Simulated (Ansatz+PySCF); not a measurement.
A calculation with PySCF 2.14.0.

```python
from pyscf import gto, scf, cc

mol = gto.M(atom="""
N 0.000000 0.000000 0.121580
H 1.263400 0.000000 -0.425540
H -0.467920 0.810470 -0.283700
H -0.467920 -0.810470 -0.283700
""", basis='6-31g', charge=0, spin=0)
mf = scf.UHF(mol)
mf.kernel()
mycc = cc.CCSD(mf, frozen=1).run()
et = mycc.ccsd_t()
print(mf.e_tot, mycc.e_corr, et, mycc.e_tot + et)
```

The script is written out from the run's settings.

Results

```
Converged               : yes
Reference energy        : -56.09909 hartree
CCSD correlation energy : -0.14348 hartree
Triples correction      : -0.00232 hartree
Total energy            : -56.24490 hartree
```

Caution: bonds are stretched, where a single reference can fail.
